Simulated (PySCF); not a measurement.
A rate constant, worked out

An elementary step of C2H8Si, singlet (C₂H₈Si (C[SiH2]C) → CH₄Si ([CH3][SiH]) + CH₄; Si–C, Si–H broken or loosened, C–H formed or tightened). The start structure is the reactant molecule, and the electronic barrier above it is 3.259 eV by CCSD(T) at an estimated basis limit (MP2 extrapolated from triple and quadruple zeta, plus CCSD(T) − MP2 in triple zeta). Program: PySCF 2.14 with density fitting (its default auxiliary sets; JK sets also for MP2 and CCSD(T)). Basis: def2-TZVPP and def2-QZVPP. Cores are frozen in the correlated methods. Extrapolation: Hartree–Fock as exp(−7.88 √X), correlation as X^−2.97. Harmonic wavenumbers (analytic Hessian with the translational sum rule) at PBE0-D4/def2-TZVP (PySCF 2.14 with density fitting (its default auxiliary sets; JK sets also for MP2 and CCSD(T))), in cm⁻¹:

Start: 154, 172, 207, 461, 578, 637, 661, 733, 856, 876, 887, 920, 956, 1274, 1280, 1446, 1448, 1455, 1459, 2196, 2198, 3049, 3050, 3132, 3133, 3136, 3138.

Saddle: 1224i, 107, 150, 220, 433, 491, 626, 681, 735, 815, 818, 903, 1014, 1190, 1273, 1441, 1446, 1455, 1459, 2153, 2189, 3040, 3068, 3126, 3130, 3171, 3197.

Q: Work out the transition-state-theory rate constant at 600 K from these numbers alone (harmonic vibrations; rotation, path degeneracy and anharmonicity left out), and the Wigner tunnelling factor. Use 1 cm⁻¹ = 1.2398 × 10⁻⁴ eV and k_B = 8.617 × 10⁻⁵ eV/K.

A: Zero-point energies, half the sums: start 39492/2 cm⁻¹ = 2.4482 eV; saddle, real modes only, 38331/2 cm⁻¹ = 2.3762 eV.
Barrier with zero-point energy: 3.259 + 2.3762 − 2.4482 = 3.1870 eV.
k_BT = 0.05170 eV, so the barrier is 61.64 k_BT.
Vibrational partition functions from the zero-point level, ln q = −Σ ln(1 − exp(−hν/k_BT)): start 5.404, saddle 5.803.
k = (k_BT/h) exp(ln q‡ − ln q) exp(−E0/k_BT), with log₁₀(k_BT/h in s⁻¹) = 13.10: log₁₀ k = 13.10 + (0.399 − 61.64)/2.3026 = -13.50, so k ≈ 3 × 10^(-14) s⁻¹.
Wigner factor: 1 + (hν‡/k_BT)²/24 = 1 + (2.94)²/24 = 1.36. A change of 1 kcal/mol (0.043 eV) in the barrier would change k by a factor of 2.3 at this temperature.

T1 diagnostic: at most 0.014. The restricted Hartree–Fock reference is unstable towards an unrestricted one at one or more of these structures.

Losses and insertions of silylenes and their heavier kin drive the gas-phase chemistry of silicon and germanium vapour deposition.

Labels in which every atom is bracketed show which atoms are joined, not bond orders.

For scale, one of the runs: CCSD(T)/def2-TZVPP, 216 basis functions, launched by `OMP_NUM_THREADS=4 python run.py`. Hardware: 4 CPU threads of an Intel Xeon, shared host. Wall time 11 min; peak host memory 2.9 GiB.
